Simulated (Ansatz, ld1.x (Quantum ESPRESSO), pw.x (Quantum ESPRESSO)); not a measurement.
# Nb: does the RRKJ potential hold in the solid?

| Property | Result |
| --- | --- |
| Element | niobium |
| Generator | ld1.x (Quantum ESPRESSO) 7.5 |
| Type | norm-conserving RRKJ (Kleinman–Bylander form) |
| Functional | LDA (PW92) |
| Relativity | scalar-relativistic |
| Frozen core | [Kr] |
| Valence charge | 5 |
| Reference configuration | 4d4 5s1 5p0 |
| Partial waves | 5s (bound): rc 3.20 bohr; 5p (bound, empty): rc 4.15 bohr; 4d (bound): rc 1.70 bohr |
| Local potential | all-electron potential smoothed inside 3.05 bohr (lloc = -2) |
| Core correction | Bessel-smoothed model core inside 1.00 bohr |
| rho0 | 0.001 |

Crystal test: diamond Nb in pw.x 7.5, no spin, 8³ k-points, Fermi–Dirac smearing 0.01 Ry, cutoffs 50/200 Ry. The reference is all-electron LAPW (Ansatz 0.2.0) with the same functional, mesh and smearing; V0 and B0 come from Birch–Murnaghan fits to the pressures at five volumes. Errors are pseudo minus all-electron; Δ is the rms difference of the E(V) curves that follow from these fits, minima aligned, over ±6 % about the mean V0. Mesh and smearing are coarse, so the numbers serve the comparison and aren't converged zero-temperature values; the lattice is a test structure that the element need not adopt.

All-electron: a0 = 5.763 Å (V0 = 23.92 Å³/atom), B0 = 78.4 GPa.

**Question.** How far does the potential miss the all-electron equation of state?

**Answer.** mean pressure error (GPa): -1.79; a0 (Å): 5.715; a0 error (%): -0.83; B0 error (%): -10.3; Δ (meV/atom): 10.0. The largest radius (4.15 bohr) exceeds half the bond length (2.36 bohr), so the spheres overlap, which is one possible source of error among others. This is a poor potential for the solid. Atomic configuration tests: 1 of 9 tests not solved or not reliable. The logarithmic derivative shows an extra or strongly shifted pseudo pole above the reference energy (s near 1.67 Ry).

```tsv
V (Å³/atom)	P all-electron (GPa)	P pseudo (GPa)
22.685	4.60	2.05
23.282	2.23	0.14
23.879	0.14	-1.58
24.476	-1.72	-3.14
25.073	-3.37	-4.53
```

**Question.** At the middle volume, how do free energy and pressure move when the wave cutoff is lowered (ecutrho kept at four times it)?

**Answer.**

```
cutoff (Ry)  shift of F (meV/atom)  shift of P (GPa)
         22                +1506.5            -34.27
         30                 +178.8             -7.40
         40                   +2.2             -0.05
```

The run at the middle volume (29 k-points, 8 iterations) took about 9.4 s on one core of a shared host (Neoverse-V1, 32 threads, 247 GiB, load 18).
